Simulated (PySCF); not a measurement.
Gas-phase reaction: AlCl3.NH3 ⇌ AlCl2NH2 + HCl

Method: PySCF energies (xtb for GFN2) plus ideal-gas RRHO corrections (1 bar). † marks an energy on the PBE0/def2-TZVP geometry and frequencies; other levels use their own. MP2 freezes the core. 6-31G* has spherical d functions here. All species are closed-shell singlets. B3LYP is the form with VWN-RPA correlation. Adducts (AlCl3.NH3) have no counterpoise correction, and HF, PBE, BLYP, B3LYP and PBE0 lack dispersion. AlCl2NH2: computed as isolated molecules; such fragments, hydroxides, amides, oligomers or adducts are transient or little studied in the gas. MP2 isn't extrapolated to the basis-set limit.

| level | ΔH°(298 K), kJ |
|---|---|
| B3LYP/6-31G* | 219 |
| BLYP/def2-TZVP† | ___ |
| GFN2-xTB | 164 |
| HF/def2-TZVP† | 199 |
| MP2/def2-SVP† | ___ |
| MP2/def2-TZVPP† | 208 |
| PBE/def2-SVP | 221 |
| PBE/def2-TZVP† | 194 |
| PBE0/def2-QZVP† | ___ |
| ωB97M-V/def2-TZVP† | ___ |

**Question.** Some entries are withheld; supply them.

**Answer.** 
- BLYP/def2-TZVP†, ΔH°(298 K), kJ: 172
- MP2/def2-SVP†, ΔH°(298 K), kJ: 224
- PBE0/def2-QZVP†, ΔH°(298 K), kJ: 201
- ωB97M-V/def2-TZVP†, ΔH°(298 K), kJ: 209
